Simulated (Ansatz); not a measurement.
# C₂H₅NO₂: one species, many methods

Aim: compute C₂H₅NO₂ with functionals from several rungs and with coupled cluster. The yardstick is the atomisation energy at the CCSD(T) limit.

Computed with Ansatz 0.2.0, Gaussian basis. Level: functionals in def2-TZVPP, the program's frozen cores in correlated methods.

The runs, in order: LDA (SPW92), PBE-D4, revPBE-D4, BLYP-D4, r2SCAN-D4, B97M-V, PBE0-D4, B3LYP-D4, r2SCANh-D4, r2SCAN0-D4, HSE06-D4, BHLYP-D4, CAM-B3LYP-D4, LC-ωPBE, ωB97X-V, ωB97M-V, B2PLYP, PBE-QIDH; CCSD(T)/def2-SVP; CCSD(T)/def2-TZVPP; MP2/def2-QZVPP; extrapolation to the limit; RPA on PBE.

### Step 1. Structure used throughout

All runs share one geometry, relaxed beforehand with PBE0-D4 in a triple-zeta def2 set.

SMILES `NCOC=O`, 10 atoms, charge 0, spin multiplicity 1.

Atoms are counted from 1 here; the program's logs count them from 0.

Bond lengths: N1–C2 1.406 Å, N1–H6 1.010 Å, N1–H7 1.010 Å, C2–O3 1.464 Å, C2–H8 1.090 Å, C2–H9 1.090 Å, O3–C4 1.326 Å, C4–O5 1.198 Å, C4–H10 1.101 Å. Angles: C2–N1–H6 112.7°, C2–N1–H7 112.7°, H6–N1–H7 109.4°, N1–C2–O3 111.1°, N1–C2–H8 111.0°, N1–C2–H9 111.0°, O3–C2–H8 107.4°, O3–C2–H9 107.4°, H8–C2–H9 108.8°, C2–O3–C4 115.7°, O3–C4–O5 125.9°, O3–C4–H10 109.7°, O5–C4–H10 124.4°.

Coordinates:

```mol
C2H5NO2
  3D, bonds by distance, orders not assigned

 10  9  0  0  0  0  0  0  0  0999 V2000
   -1.5411    0.8818    0.1812 N   0  0
   -0.6023   -0.1642    0.1533 C   0  0
    0.7275    0.3300   -0.2066 O   0  0
    1.6865   -0.5848   -0.2567 C   0  0
    1.5544   -1.7551   -0.0358 O   0  0
   -1.3231    1.5831    0.8748 H   0  0
   -1.6582    1.3250   -0.7190 H   0  0
   -0.8803   -0.9184   -0.5834 H   0  0
   -0.5197   -0.6406    1.1306 H   0  0
    2.6393   -0.1078   -0.5352 H   0  0
  1  2  8  0
  2  3  8  0
  3  4  8  0
  4  5  8  0
  1  6  8  0
  1  7  8  0
  2  8  8  0
  2  9  8  0
  4 10  8  0
M  END
```

### Step 2. LDA

This LDA is Slater exchange with PW92 correlation.

Input file in.yaml:

```yaml
crystal:
  periodic: [false, false, false]
  atoms:
    - {symbol: N, position_ang: [-1.541060, 0.881797, 0.181170]}
    - {symbol: C, position_ang: [-0.602255, -0.164213, 0.153285]}
    - {symbol: O, position_ang: [0.727511, 0.329987, -0.206635]}
    - {symbol: C, position_ang: [1.686524, -0.584776, -0.256724]}
    - {symbol: O, position_ang: [1.554393, -1.755107, -0.035787]}
    - {symbol: H, position_ang: [-1.323138, 1.583090, 0.874843]}
    - {symbol: H, position_ang: [-1.658232, 1.324980, -0.719019]}
    - {symbol: H, position_ang: [-0.880268, -0.918445, -0.583412]}
    - {symbol: H, position_ang: [-0.519661, -0.640577, 1.130566]}
    - {symbol: H, position_ang: [2.639286, -0.107837, -0.535189]}
basis:
  gaussian: {orbitals: def2-TZVPP}
hamiltonian: {xc: lda}
output: {orbitals: {seedname: orbitals}}
```

After this run come: PBE-D4 (GGA); revPBE-D4 (GGA); BLYP-D4 (GGA); r2SCAN-D4 (meta-GGA); B97M-V (meta-GGA); PBE0-D4 (hybrid); B3LYP-D4 (hybrid); r2SCANh-D4 (hybrid); r2SCAN0-D4 (hybrid); HSE06-D4 (hybrid); BHLYP-D4 (hybrid); CAM-B3LYP-D4 (range-separated); LC-ωPBE (range-separated); ωB97X-V (range-separated); ωB97M-V (range-separated); B2PLYP (double hybrid); PBE-QIDH (double hybrid); CCSD(T) in def2-SVP; CCSD(T) in def2-TZVPP; MP2 in def2-QZVPP; RPA on PBE orbitals.

**Question.** What will the summary of the whole plan be? Wanted: atomisation energy, CCSD(T)/CBS; farthest beyond LDA; mean size of error, GGA; mean size of error, meta-GGA; mean size of error, hybrid; mean size of error, range-separated; mean size of error, double hybrid; gap, smallest and largest; T1 diagnostic.

As calculated:

| quantity | value |
| --- | --- |
| atomisation energy, CCSD(T)/CBS | 958.1 kcal/mol |
| functionals within 4.8 kcal/mol (0.5 %) | r2SCAN-D4, B97M-V, B3LYP-D4, LC-ωPBE, ωB97X-V |
| farthest beyond LDA | BHLYP-D4 (-42.9 kcal/mol) |
| mean size of error, GGA | 19.0 kcal/mol |
| mean size of error, meta-GGA | 1.7 kcal/mol |
| mean size of error, hybrid | 14.3 kcal/mol |
| mean size of error, range-separated | 5.1 kcal/mol |
| mean size of error, double hybrid | 7.9 kcal/mol |
| gap, smallest and largest | 5.02 eV (LDA (SPW92)), 13.21 eV (LC-ωPBE) |
| T1 diagnostic | 0.0146 |
| triples share of the correlation energy | 4.0 % |

LDA overbinds by 174.3 kcal/mol (18 %). PBE-D4 is off by +38.0 kcal/mol. Double hybrids carry the basis error of their MP2 part in triple zeta, and no dispersion term here, so their miss is partly the set-up's. By mean error the best rung here is meta-GGA (1.7 kcal/mol) and the worst beyond LDA is GGA (19.0 kcal/mol). Misses under about 4.8 kcal/mol are within the doubt on the reference itself, which lacks core-valence correlation, relativity and higher excitations. Hartree-Fock recovers 67 % of the binding; the rest is correlation. CCSD(T) in def2-SVP is off by -52.7 kcal/mol, so the small basis spoils what the method gains. Orbital gaps span 5.0 to 13.2 eV; exact exchange widens them.
